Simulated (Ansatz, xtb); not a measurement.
## Two structures of AlH3N2

We compare I, a singlet given by its coordinates, with II, a singlet given by its coordinates. Both are isolated molecules in the gas phase, relaxed with r2SCAN-D4/def2-TZVP.

I (Å):

```xyz
6

Al   -0.3410   -0.2783    1.6470
N    -1.6064    0.7733    1.3574
N     0.7606   -1.6440    1.5422
H    -1.8271    1.6320    1.8433
H     1.6241   -1.6472    1.0223
H     0.6781   -2.4912    2.0821
```

Close contacts (Å): Al1–N2 1.67, Al1–N3 1.76, N2–H4 1.01, N3–H5 1.01, N3–H6 1.01.

II (Å):

```json
{"atom": "Al", "x (Å)": "-0.4235", "y (Å)": "-0.0449", "z (Å)": "0.6377"}
{"atom": "N", "x (Å)": "0.6773", "y (Å)": "-0.3897", "z (Å)": "-0.7067"}
{"atom": "N", "x (Å)": "-0.4286", "y (Å)": "0.7659", "z (Å)": "-0.9374"}
{"atom": "H", "x (Å)": "0.4955", "y (Å)": "-1.0820", "z (Å)": "-1.4264"}
{"atom": "H", "x (Å)": "0.1013", "y (Å)": "1.6063", "z (Å)": "-1.1452"}
{"atom": "H", "x (Å)": "-0.9679", "y (Å)": "-0.2764", "z (Å)": "2.0877"}
```

Close contacts (Å): Al1–N2 1.77, Al1–N3 1.77, N2–N3 1.62, Al1–H6 1.57, N2–H4 1.02, N3–H5 1.02.

Quicker runs give these differences E(II) − E(I): GFN2-xTB +26.0 kcal/mol; HF/STO-3G −4.9 kcal/mol (at GFN2-xTB geometries); r2SCAN-D4/def2-SVP +33.6 kcal/mol (at GFN2-xTB geometries).

Problem. Estimate E(II) − E(I) at the level CCSD(T)/def2-TZVPP.

Solution. Calculated at CCSD(T)/def2-TZVPP: E(II) − E(I) = +38.1 kcal/mol, so structure I lies lower.

The same difference at several levels:

| level | geometry | E(II) − E(I) (kcal/mol) | departure from the last row (kcal/mol) | job, with rough time for the two |
| --- | --- | --- | --- | --- |
| GFN2-xTB | GFN2-xTB | +26.0 | −12.1 | optimisation, 0.15 s |
| HF/STO-3G | GFN2-xTB | −4.9 | −43.0 | single point, 0.12 s |
| r2SCAN-D4/def2-SVP | GFN2-xTB | +33.6 | −4.5 | single point, 1.5 s |
| r2SCAN-D4/def2-TZVP | r2SCAN-D4/def2-TZVP | +36.2 | −2.0 | optimisation, 25 s |
| HF/def2-TZVPP | r2SCAN-D4/def2-TZVP | +36.0 | −2.1 | part of the CCSD(T) run |
| MP2/def2-TZVPP | r2SCAN-D4/def2-TZVP | +42.0 | +3.8 | part of the CCSD(T) run |
| CCSD(T)/def2-TZVPP | r2SCAN-D4/def2-TZVP | +38.1 |  | single point, 19 s |

HF/STO-3G puts the two in the other order. The largest departure from CCSD(T)/def2-TZVPP is that of HF/STO-3G, 43.0 kcal/mol.

With harmonic frequencies from r2SCAN-D4/def2-TZVP (ideal gas, rigid rotor, one conformer each, 298.15 K, 1 atm): on the last row, ΔE + ΔZPE = +37.3, ΔH = +36.4, ΔG = +38.3 kcal/mol.

The T1 diagnostic of structure I is large, so the coupled-cluster value is less sure. The correlated steps freeze 7 core orbitals. Mirror images aren't counted in ΔG. Programs: Ansatz 0.2.0, xtb 6.7.1; the last row on 2 threads of Arm Neoverse V2 on a shared host.
